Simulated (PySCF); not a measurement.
Saddle point of CH₈BN, closed shell (BNH₄ ([BH2][NH2]) + CH₄ → CH₅B ([BH2][CH3]) + NH₃ (still joined by a long B–N bond); bonds formed: B1–C6, N2–H5; bonds broken: H5–C6; bonds weakened to dative contacts: B1–N2), PBE0-D4/def2-TZVP structure:

B1  (-0.288, 0.158, -0.709)
N2  (1.270, 0.351, -0.591)
H3  (-0.599, -0.772, -1.400)
H4  (-0.883, 1.191, -0.847)
H5  (0.502, -0.050, 0.439)
C6  (-0.700, -0.380, 0.987)
H7  (1.626, 1.291, -0.634)
H8  (1.858, -0.302, -1.081)
H9  (-1.747, -0.446, 0.692)
H10  (-0.642, 0.333, 1.814)
H11  (-0.397, -1.374, 1.329)
(Å)

Energies are electronic, without zero-point energy. Barriers and step energies count from the start structure reached by relaxing down the imaginary mode; all methods use the PBE0-D4 structures, on which another method's saddle can fall below an end. PySCF 2.14 with density fitting (its default auxiliary sets; JK sets also for MP2 and CCSD(T)); basis: def2-TZVPP, with def2-QZVPP for the basis limit; cores frozen in the correlated methods. B3LYP uses VWN-RPA correlation. Extrapolation: Hartree–Fock as exp(−7.88 √X), correlation as X^−2.97.

| method | barrier (kcal/mol) | step energy (kcal/mol) |
| --- | --- | --- |
| SPW92 | 34.81 | 0.52 |
| PBE-D4 | ? | 7.78 |
| r2SCAN-D4 | 48.88 | 8.84 |
| PBE0-D4 | ? | 7.18 |
| B3LYP-D4 | 55.06 | 12.39 |
| BHLYP-D4 | ? | 12.28 |
| wB97M-V | 52.66 | 9.80 |
| HF | 72.99 | 18.93 |
| MP2 | 51.82 | 8.78 |
| CCSD | 56.94 | 10.47 |
| CCSD(T) | 54.35 | 9.58 |

Q: Fill in the withheld barriers. (To be estimated.)

A: Computed: BHLYP-D4 58.97; PBE0-D4 47.93; PBE-D4 45.26 kcal/mol. Each is the energy of the saddle less that of the start structure, by the same method.

For comparison, the barrier by CCSD(T) at an estimated basis limit (MP2 extrapolated from triple and quadruple zeta, plus CCSD(T) − MP2 in triple zeta) is 53.41 kcal/mol.

No T1 diagnostic of these runs exceeds 0.012.

Labels in which every atom is bracketed show which atoms are joined, not bond orders.

For scale, one of the runs: CCSD(T)/def2-TZVPP, 205 basis functions, launched by `OMP_NUM_THREADS=4 python run.py`. The run took 3 min on 4 CPU threads of an INTEL XEON PLATINUM 8581C (shared host), with 2.5 GiB of host memory at its peak.
